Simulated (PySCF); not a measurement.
Isomers of C5H12O, from PBE0-D3(BJ)/def2-SVP geometry optimisation, gas phase in PySCF 2.14.0. One conformer each, no zero-point energy, no frequencies.

Question: Which isomer lies lower at this level?
A. `[CH3:1][CH2:2][CH:3]([OH:4])[CH2:5][CH3:6]` with C1–C2–C3–O4 -57°, C2–C3–O4–H -62°, C2–C3–C5–C6 -177°: A = 7412, B = 1905, C = 1661 MHz, dipole 1.49 D
B. `COC(C)(C)C`: A = 4406, B = 2753, C = 2751 MHz, dipole 1.20 D

Answer: A. That is `CCC(O)CC`, 8.5 kcal/mol below the other.

```csv
SMILES,mapped SMILES,E (Eh),relative (kcal/mol),relative (kJ/mol),dipole (D)
CCC(O)CC,[CH3:1][CH2:2][CH:3]([OH:4])[CH2:5][CH3:6],-272.47334,0.0,0.0,1.49
COC(C)(C)C,[CH3:1][O:2][C:3]([CH3:4])([CH3:5])[CH3:6],-272.45975,8.5,35.7,1.20
```

As drawn, the lower has an O–H bond, which the higher lacks.
